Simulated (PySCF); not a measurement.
## Si2: energy against distance

Set-up: PySCF, no relativity, basis sets Si def2-TZVP. Energies in eV from Si + Si in their ground configurations at the same level. State: ³Σg⁻ (triplet), unpaired electrons π ↑↑.

All columns are PBE0.

```csv
R (Å),E (eV),HOMO (eV),LUMO (eV),Mayer bond order,⟨S²⟩
1.944,-2.326,-5.71,-4.08,1.94,2.01
2.034,-2.891,-5.75,-3.91,1.94,2.01
2.124,-3.202,-5.78,-3.77,1.94,2.01
2.192,-3.312,-5.79,-3.67,1.94,2.01
2.260,-3.341,-5.79,-3.58,1.95,2.01
2.328,-3.308,-5.78,-3.50,1.95,2.01
2.418,-3.190,-5.77,-3.40,1.96,2.01
2.531,-2.960,-5.73,-3.30,1.97,2.01
2.667,-2.612,-5.68,-3.19,1.98,2.01
2.848,-2.092,-5.58,-3.16,1.99,2.01
```

The state is the lowest determinant that a PBE0 search found; another state may lie lower at other levels.
